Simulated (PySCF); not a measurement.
**doublet CH5BO−: levels of theory compared**

Aim: a comparison of 5 runs (U-revPBE/6-311+G**, UB3LYP/6-311+G**, UBHLYP/6-311+G**, USVWN5/6-311+G**, UCCSD(T)/6-311+G**) of doublet CH5BO−. Input form: a Python script.

The results are computed with PySCF 2.14.0.

## Step 1: The system as given

CH5BO− has 8 atoms, charge -1, and is taken as a doublet. SMILES of the parent species: `CBO`. Geometry: relaxed at PBE0-D4/def2-TZVP. This is one conformer, not always the lowest. That shape belongs to the parent species and isn't relaxed for this state.

Bond lengths: C1–B2 1.559 Å, B2–O3 1.357 Å, C1–H4 1.092 Å, C1–H5 1.096 Å, C1–H6 1.096 Å, B2–H7 1.207 Å, O3–H8 0.960 Å. Angles: C1–B2–O3 119.4°, C1–B2–H7 121.8°, O3–B2–H7 118.7°, B2–C1–H4 113.4°, B2–C1–H5 110.2°, B2–C1–H6 110.2°, B2–O3–H8 113.1°, H4–C1–H5 108.7°, H4–C1–H6 108.7°, H5–C1–H6 105.3°.

## Step 2: A single-point energy at U-revPBE/6-311+G(d,p) (run 1)

Input file run.py:

```python
from pyscf import gto, dft

system = gto.M(
    atom=[
    ('C', (-0.618600, 0.710300, -0.324600)),
    ('B', (0.508800, -0.240100, 0.180200)),
    ('O', (0.240700, -1.558300, 0.355600)),
    ('H', (-1.568300, 0.201200, -0.499400)),
    ('H', (-0.308500, 1.205100, -1.251900)),
    ('H', (-0.780500, 1.520100, 0.395700)),
    ('H', (1.620500, 0.163100, 0.420800)),
    ('H', (0.998200, -2.058400, 0.667700)),
],
    verbose=3,
    max_memory=1860,
    charge=-1,
    spin=1,
    basis='6-311+g**',
)

mf = dft.UKS(system, xc='revpbe')
mf.grids.level = 5
mf.conv_tol = 1e-10
mf.kernel()
if not mf.converged:
    mf = mf.newton().run(mf.mo_coeff, mf.mo_occ)

etot = mf.e_tot
print('E = %.10f Eh' % etot)
```

Launch:

```bash
$ OMP_NUM_THREADS=1 python run.py
```

Standard output:

```text
converged SCF energy = -141.203074354547  <S^2> = 0.75015837  2S+1 = 2.0001584
E = -141.2030743545 Eh
```

It took 36 s on 1 thread of Arm Neoverse V2, shared host; peak memory 0.49 GiB.

## Step 3: A single-point energy at UB3LYP/6-311+G(d,p) (run 2)

Input file run.py:

```python
from pyscf import gto, dft

system = gto.Mole()
system.atom = [
    ('C', (-0.618600, 0.710300, -0.324600)),
    ('B', (0.508800, -0.240100, 0.180200)),
    ('O', (0.240700, -1.558300, 0.355600)),
    ('H', (-1.568300, 0.201200, -0.499400)),
    ('H', (-0.308500, 1.205100, -1.251900)),
    ('H', (-0.780500, 1.520100, 0.395700)),
    ('H', (1.620500, 0.163100, 0.420800)),
    ('H', (0.998200, -2.058400, 0.667700)),
]
system.charge = -1
system.max_memory = 1860
system.spin = 1
system.verbose = 3
system.basis = '6-311+g**'
system.build()

ks = dft.UKS(system, xc='b3lyp')
ks.conv_tol = 1e-10
ks.grids.level = 5
ks.kernel()
if not ks.converged:
    ks = ks.newton().run(ks.mo_coeff, ks.mo_occ)

etot = ks.e_tot
print('Final energy', etot)
```

Launch:

```bash
$ OMP_NUM_THREADS=1 python run.py
```

Standard output:

```text
WARN: HOMO -0.0757930410715488 >= LUMO -0.0757930410715417

WARN: HOMO 0.159842653825249 >= LUMO 0.160742633569828

converged SCF energy = -141.261060367107  <S^2> = 0.75013112  2S+1 = 2.0001311
Final energy -141.26106036710706
```

Run time: 36 s. Hardware: 1 thread of Arm Neoverse V2, shared host; peak memory 0.49 GiB.

## Step 4: The energy at UBHLYP/6-311+G(d,p) (run 3)

Input file job.py:

```python
from pyscf import gto, dft

mol = gto.M(
    atom=[
    ('C', (-0.618600, 0.710300, -0.324600)),
    ('B', (0.508800, -0.240100, 0.180200)),
    ('O', (0.240700, -1.558300, 0.355600)),
    ('H', (-1.568300, 0.201200, -0.499400)),
    ('H', (-0.308500, 1.205100, -1.251900)),
    ('H', (-0.780500, 1.520100, 0.395700)),
    ('H', (1.620500, 0.163100, 0.420800)),
    ('H', (0.998200, -2.058400, 0.667700)),
],
    verbose=3,
    charge=-1,
    spin=1,
    max_memory=1860,
    basis='6-311+g**',
)

mf = dft.UKS(mol, xc='bhandhlyp')
mf.grids.level = 5
mf.conv_tol = 1e-10
mf.kernel()
if not mf.converged:
    mf = mf.newton().run(mf.mo_coeff, mf.mo_occ)

e_tot = mf.e_tot
print(f'total energy: {e_tot:.8f} hartree')
```

Launch:

```bash
$ OMP_NUM_THREADS=1 python job.py
```

Standard output:

```text
WARN: HOMO 0.164645249579306 >= LUMO 0.163470345525133

converged SCF energy = -141.165555799074  <S^2> = 0.75017606  2S+1 = 2.0001761
total energy: -141.16555580 hartree
```

Wall time 41 s (1 thread of Arm Neoverse V2, shared host); peak memory 0.49 GiB.

Run 4 isn't shown in full; the table further down has it.

## Step 5: A single-point energy at UCCSD(T)/6-311+G(d,p) (run 5)

Input file geometry.xyz:

```xyz
8

C     -0.618600     0.710300    -0.324600
B      0.508800    -0.240100     0.180200
O      0.240700    -1.558300     0.355600
H     -1.568300     0.201200    -0.499400
H     -0.308500     1.205100    -1.251900
H     -0.780500     1.520100     0.395700
H      1.620500     0.163100     0.420800
H      0.998200    -2.058400     0.667700
```

Input file calc.py:

```python
from pyscf import gto, cc

system = gto.Mole()
system.atom = 'geometry.xyz'
system.verbose = 3
system.charge = -1
system.spin = 1
system.max_memory = 1860
system.basis = '6-311+g**'
system.build()

calc0 = system.UHF()
calc0.conv_tol = 1e-10
calc0.kernel()
if not calc0.converged:
    calc0 = calc0.newton().run(calc0.mo_coeff, calc0.mo_occ)

mycc = cc.CCSD(calc0, frozen=3)
mycc.kernel()
e_t = mycc.ccsd_t()
e_final = mycc.e_tot + e_t
print('E = %.10f Eh' % e_final)
```

Launch:

```bash
$ OMP_NUM_THREADS=1 python calc.py
```

Standard output:

```text
converged SCF energy = -140.368363758854  <S^2> = 0.75039136  2S+1 = 2.0003913
E(UCCSD) = -140.8589886413076  E_corr = -0.4906248824531326
UCCSD(T) correction = -0.0158015375007297
E = -140.8747901788 Eh
```

Wall time 4 min (1 thread of Arm Neoverse V2, shared host); peak memory 3.3 GiB.

## Step 6: All runs side by side

```csv
run,level,integration grid,frozen core orbitals,energy (Eh),HOMO energy (eV),LUMO energy (eV),⟨S²⟩,wall time
1,U-revPBE/6-311+G**,5,–,-141.203074,2.27,2.62,0.750,36 s
2,UB3LYP/6-311+G**,5,–,-141.261060,2.06,2.90,0.750,36 s
3,UBHLYP/6-311+G**,5,–,-141.165556,1.84,3.43,0.750,41 s
4,USVWN5/6-311+G**,5,–,-140.031107,2.21,2.51,0.750,23 s
5,UCCSD(T)/6-311+G**,–,3,-140.874790,1.40,4.29,0.750,4 min
```

## Step 7: Summary of results

```
                                                         quantity          value
                                              run 5: total energy  -140.87479 Eh
run 5: HOMO energy (Hartree–Fock orbitals) (highest over α and β)        1.40 eV
 run 5: LUMO energy (Hartree–Fock orbitals) (lowest over α and β)        4.29 eV
               run 5: correlation energy (3 core orbitals frozen)     -506.4 mEh
                                            run 5: (T) correction     -15.80 mEh
                         run 5: ⟨S²⟩ of the reference determinant          0.750
                                             run 5: T1 diagnostic          0.029
```

What this shows: Totals of different functionals can't be ranked against each other. In runs 1, 2, 3, 4, 5 the HOMO lies above zero, so the outermost electron may be held by the basis alone. All runs together took 6.3 min, the longest 4 min.
